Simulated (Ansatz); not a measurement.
Nickel, fcc: convergence with Gaussian smearing

Computed with Ansatz, PBE, scalar-relativistic PAW, on the relaxed cell (a = 3.519 Å; ferromagnetic, net 0.63 μB per atom). Errors count from a run at 420 eV on a Γ-centred 25×25×25 mesh with Fermi-Dirac smearing of 0.05 eV, extrapolated to zero width. Fixed here: cutoff 420 eV, mesh 15×15×15.

| width (eV) | E(σ→0) error (meV/atom) | F error (meV/atom) | P (GPa) | sphere moment (μB) | SCF iterations |
| --- | --- | --- | --- | --- | --- |
| 0.01 | -1.5 | -1.6 | -0.04 | 0.71 | 12 |
| 0.03 | -1.5 | -1.9 | -0.04 | 0.71 | 15 |
| 0.1 | -1.5 | -5.7 | -0.03 | 0.70 | 12 |
| 0.2 | -1.9 | -18.0 | 0.13 | 0.69 | 12 |
| 0.3 | -2.3 | -37.9 | 0.39 | 0.67 | 15 |
| 0.6 | 5.7 | -148.1 | 1.05 | 0.31 | 16 |
| 1.0 | -43.0 | -397.4 | 3.50 | 0.00 | 19 |
